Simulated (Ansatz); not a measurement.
**HNa (charge -1): harmonic frequencies at the relaxed geometry from a Python script**

The task is harmonic frequencies at the relaxed geometry, for HNa (charge -1).

Program: the Python package of Ansatz 0.2.0. Level of theory: PBE0/cc-pVDZ. These are calculated values, not measurements.

**1. The structure**

Bond lengths: Na1–H2 1.995 Å.

The script reads hna.xyz:

```xyz
2

Na    0.00000    0.00000    0.00000
H     0.00000    0.00000    1.99500
```

**2. Script**

The input, hna.py:

```python
import ansatz as az
import numpy as np


def main() -> None:
    hna = az.Crystal.molecule_from_extxyz("hna.xyz")

    setup = (
        hna.calculation()
        .basis(gaussian="cc-pVDZ")
        .functional("pbe0")
        .charge(-1)
        .spin("collinear", total=1)
    )
    symbols = [site.symbol for site in hna.cartesian_sites]
    start = np.array([site.position_ang for site in hna.cartesian_sites], dtype=float)
    r = setup.relax(force_tolerance=0.003, max_steps=100).run().report
    end = np.array(r["positions_ang"])

    print("final positions (A) and the move of each atom")
    for symbol, xyz, old in zip(symbols, end, start):
        print(f"{symbol:2s} {xyz[0]:10.5f} {xyz[1]:10.5f} {xyz[2]:10.5f}   {np.linalg.norm(xyz - old):7.4f}")

    minimum = az.Crystal.molecule()
    for symbol, place in zip(symbols, end):
        minimum = minimum.atom(symbol, place.tolist())
    vibrating = minimum.calculation()
    vibrating = vibrating.basis(gaussian="cc-pVDZ")
    vibrating = vibrating.functional("pbe0").charge(-1)
    vibrating = vibrating.spin("collinear", total=1).phonons(temperatures=(298.15, 498.15, 100))
    vib = vibrating.run().report["vibrations"]
    sums = vib["harmonic_sums"]
    modes = [m["omega_inv_cm"] for m in sums["modes_at_gamma"] if m["rigid_motion"] == "no"]
    print("frequencies (1/cm):", " ".join(f"{w:.0f}" for w in modes))
    print("imaginary modes:", sum(w < 0 for w in modes), " zero-point energy:", round(sums["zero_point_energy_ev"], 4), "eV")

    heavier = vibrating.phonons(masses={"H": 2.014102}).run().report["vibrations"]["harmonic_sums"]
    print("deuterated (1/cm):", " ".join(f"{m['omega_inv_cm']:.0f}" for m in heavier["modes_at_gamma"] if m["rigid_motion"] == "no"))
    print("zero-point energy falls by", round(sums["zero_point_energy_ev"] - heavier["zero_point_energy_ev"], 4), "eV")


if __name__ == "__main__":
    main()
```

**3. What the engine is handed**

The engine receives this input (first run):

```yaml
crystal:
  periodic: [false, false, false]
  atoms:
    - { symbol: Na, position_ang: [0.0, 0.0, 0.0] }
    - { symbol: H, position_ang: [0.0, 0.0, 1.995] }
basis:
  gaussian:
    orbitals: cc-pVDZ
hamiltonian:
  xc: pbe0
magnetization:
  spin_polarized: true
  initial_magnetization: 1.0
total_charge: -1.0
relax:
  f_tol: 0.003
  max_steps: 100
```

**4. The run**

Command:

```sh
$ python hna.py
```

Without the output at hand: what should come out? Wanted: highest frequency; imaginary modes; zero-point energy.

As calculated:

```
         quantity     value
    runs compared         3
highest frequency  891 cm⁻¹
  imaginary modes         0
zero-point energy  0.055 eV
```

**Reading.** Run 1: After 2 moves the largest shift is 0.025 Å. The one frequency is real, so the geometry is a minimum. The values are harmonic; measured fundamentals also hold anharmonic shifts, mostly downward for stretches. Caveats:
- The frequencies are harmonic and unscaled, in a modest basis.
- The species is open-shell (spin multiplicity 2).
- Anions want diffuse functions, which this basis lacks.
